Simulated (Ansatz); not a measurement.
A nudged elastic band was laid between two geometries of CH$_{5}$Si$_{2}$ (8 atoms, charge 1, multiplicity 1).

Theory: Ansatz 0.2.0, RKS PBE0/def2-SVP.

```json
{"movable images": "7", "climbing image": "yes", "spring": "5.0 eV/Å²", "optimiser": "quadratic models (default)", "start path": "through a guess of the saddle point", "force threshold": "0.05 eV/Å", "iteration limit": "60", "end points": "relaxed"}
```

First end point:

```xyz
8
Properties=species:S:1:pos:R:3
Si -1.037 0.609 -0.606
C 0.434 -0.099 -1.062
Si 0.740 -0.467 0.705
H -2.318 1.303 -0.852
H 0.999 -0.281 -1.977
H -0.849 0.325 0.964
H 1.590 0.410 1.545
H 0.442 -1.799 1.284
```

Last end point:

```xyz
8
Properties=species:S:1:pos:R:3
Si -1.156 -0.043 -0.690
C 0.488 0.198 -1.024
Si 0.824 -0.007 0.764
H -2.586 -0.163 -1.041
H 1.121 0.392 -1.891
H 0.985 1.160 1.664
H 1.276 -1.302 1.326
H -0.952 -0.236 0.892
```

Which bonds break or form, and what moves?

Bonds broken: Si1–H6. Bonds formed: Si1–H8. The dihedral Si1–C2–Si3–H7 goes from -98 to 98°. The two ends are copies of one structure, up to a mirror image or an exchange of like atoms.

Give the energies along the band, and the barrier.

It did not converge within its limit. The highest image is number 4 of 0 to 8, 96.6 kJ/mol above the ends, which have the same energy within 2 meV. The band didn't meet its force threshold, so its energies are provisional: the largest band force was still 0.05 eV/Å, and over the last iterations the top stayed at 1.00 eV. The orbitals stay closed-shell, which can raise the energy where a bond breaks towards radicals; this wasn't checked here. Limits of this set-up: the dipole of an ion depends on the origin.

```csv
image,path coordinate (Å),energy (kJ/mol),Si1–H6 (Å),Si1–H8 (Å),dihedral Si1–C2–Si3–H7 (°)
0,0.00,0.0,1.61,3.40,-98
1,0.86,75.2,2.33,3.74,-109
2,1.72,87.7,3.23,4.05,-111
3,2.58,92.5,3.49,3.98,-133
4,3.44,96.6,3.61,3.80,-163
5,4.25,92.9,3.77,3.58,169
6,5.06,87.9,3.88,3.23,142
7,5.87,76.0,3.61,2.38,127
8,6.68,0.0,3.40,1.61,98
```

Time of the run: 5.1 min on 1 thread of Arm Neoverse V1, on a shared host, peak memory 0.16 GiB.
